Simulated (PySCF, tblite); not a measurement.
C5H9N.
SMILES with atom numbers: `[CH2:1]=[CH:2][C@:3]1([CH3:4])[CH2:5][NH:6]1` (hydrogens: H7, H8 on C1; H9 on C2; H10, H11, H12 on C4; H13, H14 on C5; H15 on N6)

Computed with GFN2-xTB (tblite), gas phase: Langevin dynamics at 300 K from the optimised GFN2-xTB geometry, time step 0.5 fs, friction 0.01 fs⁻¹, 2000 steps. Over the second half of the run the saved frames average 359 K.

Frame at 250 fs, instantaneous temperature 302 K:
```
atom  x, y, z in Å
C1      1.808   -0.155    0.411
C2      0.671    0.492    0.395
C3     -0.550    0.115   -0.332
C4     -1.391    1.274   -0.836
C5     -1.239   -1.232    0.020
N6     -0.569   -1.074   -1.194
H7      2.708    0.214    0.887
H8      1.841   -1.183    0.030
H9      0.618    1.424    0.993
H10    -2.237    1.028   -1.388
H11    -1.797    1.909   -0.077
H12    -0.744    1.859   -1.459
H13    -0.713   -1.727    0.827
H14    -2.311   -1.192   -0.080
H15     0.350   -1.500   -1.213
```

Frame at 425 fs, instantaneous temperature 340 K:
```
atom  x, y, z in Å
C1      1.677   -0.174    1.177
C2      0.701    0.487    0.522
C3     -0.402   -0.035   -0.236
C4     -1.022    1.036   -1.134
C5     -1.103   -1.345    0.095
N6     -0.183   -1.270   -0.965
H7      2.490    0.346    1.546
H8      1.650   -1.295    1.172
H9      0.860    1.534    0.527
H10    -1.923    0.691   -1.555
H11    -1.183    1.845   -0.487
H12    -0.325    1.246   -1.917
H13    -0.897   -1.854    1.076
H14    -2.128   -1.452   -0.223
H15     0.760   -1.704   -0.870
```

Frame at 625 fs, instantaneous temperature 258 K:
```
atom  x, y, z in Å
C1      1.272    0.437    1.448
C2      0.499    1.013    0.505
C3     -0.587    0.339   -0.364
C4     -1.217    1.322   -1.266
C5     -1.322   -0.883    0.055
N6     -0.226   -0.972   -0.927
H7      1.947    1.026    2.075
H8      1.227   -0.559    1.752
H9      0.801    2.078    0.260
H10    -0.533    2.038   -1.633
H11    -1.592    0.743   -2.112
H12    -2.197    1.642   -0.834
H13    -1.256   -1.343    1.084
H14    -2.305   -1.113   -0.503
H15     0.695   -1.139   -0.407
```

Frame at 800 fs, instantaneous temperature 447 K:
```
atom  x, y, z in Å
C1      0.711   -0.258    1.869
C2      0.570    0.480    0.821
C3     -0.382    0.227   -0.215
C4     -0.899    1.484   -0.832
C5     -1.297   -0.897   -0.225
N6     -0.175   -0.864   -1.150
H7      1.460   -0.071    2.583
H8      0.116   -1.074    2.011
H9      1.310    1.255    0.571
H10    -0.168    2.010   -1.473
H11    -1.835    1.397   -1.350
H12    -1.062    2.132    0.027
H13    -1.206   -1.458    0.651
H14    -2.221   -0.969   -0.709
H15     0.565   -1.521   -0.953
```

Frame at 1000 fs, instantaneous temperature 278 K:
```
atom  x, y, z in Å
C1      0.636   -0.216    2.061
C2      0.809    0.500    0.968
C3     -0.038    0.334   -0.287
C4     -0.069    1.583   -1.119
C5     -1.024   -0.834   -0.332
N6      0.156   -0.920   -1.018
H7      1.201   -0.241    3.027
H8     -0.143   -1.025    2.070
H9      1.526    1.333    0.835
H10     0.928    1.683   -1.506
H11    -0.811    1.480   -1.933
H12    -0.349    2.469   -0.612
H13    -1.289   -1.232    0.668
H14    -1.969   -0.496   -0.833
H15     0.862   -1.539   -0.626
```

Task: What do single points at PBE0/pcSseg-1 (PySCF, gas phase) give on these frames?

Result: 
```
t (fs)  GFN2-xTB E above start (eV)  DFT E above lowest frame (eV)  HOMO (eV)  LUMO (eV)  dipole (D)
   250                         0.43                           0.00      -6.55       0.06        1.37
   425                         0.48                           0.17      -6.42      -0.17        0.92
   625                         0.83                           0.36      -6.80      -0.32        1.50
   800                         0.62                           0.30      -6.75       0.13        1.45
  1000                         0.73                           0.30      -6.45       0.08        1.20
```

Both levels order the frames alike by energy; measured from each level's lowest frame they differ by 0.12 eV at most. The HOMO–LUMO gap runs from 6.25 to 6.88 eV. These are instantaneous structures, not minima.

Task: And the isotropic GIAO shieldings (ppm) from the same runs?

Result: 
```csv
atom,250 fs,425 fs,625 fs,800 fs,1000 fs,mean,range
C1,76.9,67.1,65.2,76.7,71.3,71.4,11.7
C2,37.2,27.5,17.4,39.8,33.9,31.2,22.4
C3,159.7,158.7,147.4,155.9,156.8,155.7,12.3
C4,168.8,162.8,160.7,161.2,166.0,163.9,8.1
C5,143.4,139.3,141.0,161.9,155.4,148.2,22.6
N6,214.3,178.3,172.4,197.3,185.7,189.6,41.9
H7,26.4,26.6,26.0,27.2,25.7,26.4,1.5
H8,26.9,26.1,27.2,27.5,25.6,26.7,1.9
H9,24.8,25.2,24.0,25.1,24.8,24.8,1.2
H10,32.2,31.9,30.5,29.7,30.1,30.9,2.5
H11,30.9,31.2,30.8,31.1,30.5,30.9,0.7
H12,30.6,30.5,29.0,30.5,31.0,30.3,2.0
H13,30.0,28.1,28.1,30.8,28.2,29.0,2.7
H14,29.9,29.5,28.4,30.8,29.2,29.6,2.4
H15,31.1,30.4,30.8,31.8,31.0,31.0,1.4
```

What follows is the cost of the whole dynamics run. The run took 12 s of wall time on one thread of an Intel Xeon Platinum 8488C, shared host with 192 logical CPUs at a one-minute load of 118, and the process peaked at 0.18 GiB of memory.
